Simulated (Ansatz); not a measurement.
A made-up structure of CH5Si2 (charge -1), closed shell:

```xyz
8
angstrom
Si -1.5405 1.2206 -0.6693
C -0.2063 0.0523 -0.6596
Si 0.6444 -0.3950 0.8721
H 0.3281 -0.6042 2.2405
H 0.1432 -0.4326 -1.5733
H 0.0866 0.3288 2.0599
H 2.1319 -0.1195 0.9122
H 0.6023 -1.8588 1.2540
```

It is relaxed with PBE-D4/def2-SVPD and then PBE0-D4/def2-TZVPD (Ansatz 0.2.0). Atoms count as bonded within 1.22 times the sum of their covalent radii (H–H: 0.88 Å). The end point is not checked to be a true minimum.

Q: Does its bonding change? (Judge from chemistry; the calculation decides.)

A: Computed: Yes. Formed: Si1–H6; broken: Si3–H6.

Where it ends: The first stage lowers the energy by 5.35 eV in 19 steps. It ends as CH₅Si₂ ([SiH][CH][SiH3]), total charge -1:
Si1  (-1.315, 1.247, -0.151)
C2  (-0.056, 0.021, -0.371)
Si3  (0.913, -0.814, 0.908)
H4  (0.550, -0.380, 2.292)
H5  (0.166, -0.270, -1.402)
H6  (-1.291, 1.341, 1.398)
H7  (2.415, -0.629, 0.826)
H8  (0.807, -2.325, 0.936)
(Å)

Labels in which every atom is bracketed show which atoms are joined, not bond orders.

For scale, one of the runs: PBE0-D4/def2-TZVPD relaxation, 168 basis functions, launched by `ansatz run in.yaml --threads 2 --pin off --events-out ev --progress --plain --max-ram 4352MiB`. The run took about 18 s on 2 CPU threads of an Arm Neoverse V2 (shared host).
